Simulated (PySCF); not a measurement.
Species: C4H3FS.
Atom-mapped SMILES: `[F:1]/[CH:2]=[CH:3]/[CH:4]=[C:5]=[S:6]` (hydrogens: H7 on C2; H8 on C3; H9 on C4)

Cartesian coordinates in Å at the PBE0-D3(BJ)/def2-SVP level; atoms count from 1:
```xyz
9
C4H3FS angstrom
F      2.6445    0.0576   -0.3327
C      1.5316   -0.5081    0.1212
C      0.4046    0.1917    0.2883
C     -0.8247   -0.3986    0.7823
C     -1.9614    0.2533    0.9617
S     -3.3021    1.0145    1.1759
H      1.6474   -1.5756    0.3344
H      0.4146    1.2563    0.0399
H     -0.8409   -1.4674    1.0333
```

The calculation used core-valence-separated Tamm–Dancoff BHandHLYP/aug-pcX-1 (pcseg-1 on H, def2-SVPD on S) in PySCF, non-relativistic, gas phase, PBE0-D3(BJ)/def2-SVP geometry. The energies are unshifted.

(1) List the carbon K-edge absorption lines.

(2) List the fluorine K-edge absorption lines.

Answers

(1) 
| E (eV) | f | core hole on | main final orbital | polarisation |
| --- | --- | --- | --- | --- |
| 281.98 | 0.0791 | C5 | LUMO (93 %) | in plane |
| 283.36 | 0.0508 | C3 | LUMO+1 (66 %) | out of plane |
| 283.59 | 0.0002 | C4 | LUMO (98 %) | – |
| 283.88 | 0.0490 | C4 | LUMO+1 (69 %) | out of plane |
| 284.57 | 0.0667 | C2 | LUMO+1 (75 %) | out of plane |
| 284.61 | 0.0076 | C3 | LUMO (97 %) | in plane |
| 284.80 | 0.0661 | C5 | LUMO+1 (76 %) | out of plane |
| 286.57 | 0.0379 | C3 + C4 | LUMO+2 (2 roots, f summed) | in plane |
| 286.78 | 0.0115 | C4 | LUMO+6 (40 %) | out of plane |
| 286.79 | 0.0072 | C3 | LUMO+6 (50 %) | out of plane |
| 287.22 | 0.0122 | C2 | LUMO (82 %) | in plane |
| 287.36 | 0.0001 | C3 | LUMO+2 (81 %) | – |
| 287.51 | 0.0071 | C4 | LUMO+3 (57 %) | in plane |
| 287.56 | 0.0005 | C3 | LUMO+4 (39 %) | – |
| 287.88 | 0.0359 | C2 | spread | in plane |
| 288.05 | 0.0002 | C4 | LUMO+4 (51 %) | – |
| 288.23 | 0.0018 | C3 | LUMO+8 (89 %) | out of plane |

The first line with a tenth or more of the strongest one's intensity is at 281.98 eV (f = 0.079), with the hole on C5 (central carbon of cumulated double bonds), polarised in plane. It is also the strongest listed.

(2) 
```
E (eV)       f  core hole on  main final orbital  polarisation
685.63  0.0099            F1       LUMO+1 (87 %)  out of plane
686.21  0.0101            F1         LUMO (64 %)      in plane
686.64  0.0108            F1         LUMO (35 %)      in plane
687.52  0.0147            F1       LUMO+2 (39 %)      in plane
687.94  0.0022            F1       LUMO+4 (36 %)      in plane
688.65  0.0007            F1       LUMO+6 (68 %)             –
688.68  0.0045            F1       LUMO+3 (46 %)      in plane
```

The first line with a tenth or more of the strongest one's intensity is at 685.63 eV (f = 0.010), with the hole on F1 (vinyl fluorine), polarised out of plane. The strongest listed is at 687.52 eV (f = 0.015; F1).

Roots within 0.03 eV whose holes lie on the same, on equivalent or on shared atoms are summed into one line, and the highest roots are left out, as the search may have cut off their partners. Final orbitals are the ground state's empty Kohn–Sham orbitals. A dash: too weak, shared between unlike atoms, or no plane or axis to refer to.

Task: What is the summed oscillator strength of the listed C K lines, and their intensity-weighted mean energy?

Result: Σf = 0.434 over 17 lines from 281.98 to 288.23 eV; the weighted mean is 284.60 eV. The strongest line holds 18 % of the sum.

The ionisation thresholds weren't computed; near and above them a finite basis only mimics Rydberg series and continuum.

Time: 12 s; peak memory 0.78 GiB. Hardware: one thread, Arm Neoverse V1 (aarch64), no GPU, shared host with 32 logical CPUs at a one-minute load of 9.9.

One conformer stands for the species.
